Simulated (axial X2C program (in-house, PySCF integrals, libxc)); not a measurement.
**PF⁻: bond constants with and without spin–orbit coupling**

Calculated with an in-house relativistic program for diatomic molecules. Spin-free means the one-electron spin-free X2C Hamiltonian; two-component (2c) means X2C with spin–orbit coupling and atomic mean-field two-electron Coulomb and Gaunt terms, so the difference of the two also holds small scalar two-electron terms. Basis: P dyall-av3z [9s8p3d2f], F dyall-av3z [7s6p3d2f] (cores contracted in-house); Gaussian nuclei, density fitting, unrestricted open shells. Masses: P 30.974 u, F 18.998 u.

State, spin-free: M_S = 1/2, Λ = 1 (beyond evenly filled blocks: π+α, π+β, π-α); electrons by block: σα: 7, σβ: 7, π+α: 3, π+β: 3, π-α: 3, π-β: 2. Fragments: P + F-.

State, 2c: Ω = 3/2 (⟨Sz⟩ = 0.50, ⟨Lz⟩ = 1.00 at PBE0); electrons by block: 1/2: 10, -1/2: 10, 3/2: 3, -3/2: 2. Fragments: P + F-.

| Hamiltonian | level | Re (Å) | ωe (cm⁻¹) | Be (cm⁻¹) | De (eV) | k (mdyn/Å) | μ (D) |
| --- | --- | --- | --- | --- | --- | --- | --- |
| spin-free | PBE0 | 1.697 | 660.4 | 0.4971 | 2.05 | 3.03 | 1.98 |
| spin-free | HF | 1.670 | 693.2 | 0.5136 | 1.13 | 3.33 | 1.91 |
| spin-free | MP2 | 1.713 | 647.7 | 0.488 | 1.62 | 2.91 | n/a |
| spin-free | CCSD | 1.705 | 653.7 | 0.4926 | 1.81 | 2.96 | n/a |
| spin-free | CCSD(T) | 1.712 | 641.3 | 0.4882 | 1.82 | 2.85 | n/a |
| spin-free | BLYP | 1.739 | 591.7 | 0.4733 | 2.05 | 2.43 | 1.92 |
| 2c | PBE0 | 1.697 | 660.1 | 0.4969 | 2.07 | 3.02 | 1.97 |
| 2c | BLYP | 1.740 | 591.3 | 0.4731 | 2.06 | 2.43 | 1.92 |

Correlated methods: 13 electrons correlated (number of frozen shells: P 2 s, 1 p; F 1 s), 197 virtual spin orbitals or spinors in MP2, 90 natural virtuals in coupled cluster.

Dipoles are positive if F is the positive end and refer to the centre of mass.

The state is one determinant whose occupation by symmetry is held fixed; it was picked as the lowest of a PBE0 search that is not exhaustive. Dissociation energies refer to the lowest single-determinant-based atoms at the same level and basis. Density functionals use the spin component along the axis (collinear). Coupled cluster ran in a truncated set of natural virtual spinors; the MP2 energy of the rest was added. (T) has no such correction and the atoms are truncated less, which lowers De at CCSD(T) by a hundredth of an eV or more. The highest occupied level is positive at some bond lengths even in Hartree–Fock (under at least one Hamiltonian), so the basis set holds the extra electron there; where that holds at Re the anion is at best weakly bound and its constants depend on the basis. Without a current term, density functionals place determinants with orbital angular momentum somewhat too high. The determinant is spin-polarised beyond a pure state at some levels (its spin-free form has ⟨S²⟩ too high), which makes Re and μ there less reliable. Hartree–Fock gets electron affinities wrong, so its lowest charge split need not be the true one.

No reliable constants came from CCSD (2c), CCSD(T) (2c), HF (2c), MP2 (2c): no minimum in range, unconverged points, a curve that is not smooth, a change of character along it, or the two Hamiltonians disagreeing along it.

Rough cost a point (2c) on 1 thread(s) of a shared host, integrals apart: PBE0 0.3 s, BLYP 0.23 s.

The whole task took 3.1 min on 1 thread of Intel(R) Xeon(R) Processor @ 2.30GHz, with other jobs on the host.
